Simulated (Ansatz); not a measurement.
Ideal-gas functions of `N#C[SiH2]` radical at 298.15 K and 1 bar, from an Ansatz frequency run at PBE0-D4/def2-TZVP.

Molar mass 56.12 g/mol, point group Cs (symmetry number 1), electronic degeneracy 2, moments of inertia 3.837, 95.993, 98.385 u Å². Harmonic wavenumbers (cm⁻¹, unscaled): 258, 287, 609, 644, 679, 904, 2241, 2273, 2288.

Use S(trans) = R[1.5 ln M + 2.5 ln T − 1.1517]; rotational temperatures θ = 24.2544 K / I; S(rot) = R[ln(√π/σ · √(T³/θAθBθC)) + 1.5]; for each mode x = 1.438777 ν̃/T, S = R[x/(eˣ − 1) − ln(1 − e⁻ˣ)] and H = RT x/(eˣ − 1); 1 cm⁻¹ = 0.0119627 kJ/mol; R = 8.31446 J/(mol·K).

Question: By hand: the entropy, in J/(mol·K).

Answer: Translation 159.1. Rotation: θ = 6.3212, 0.2527, 0.2465 K, giving 92.2. Vibration, mode by mode: 7.01, 6.24, 1.82, 1.59, 1.39, 0.58, 0.00, 0.00, 0.00, in all 18.6. Electronic 5.8. Sum 275.7 J/(mol·K).

Question: By hand: H − E and G − E in kJ/mol, counted from the electronic energy.

Answer: Zero-point energy ½ × 10183 × 0.0119627 = 60.9; thermal vibration 3.6; translation, rotation and pV give 4 RT = 9.9. H − E = 74.4 kJ/mol, and G − E = 74.4 − 298.15 × 275.7/1000 = -7.8 kJ/mol.

Vibration gives 7 % of the entropy.
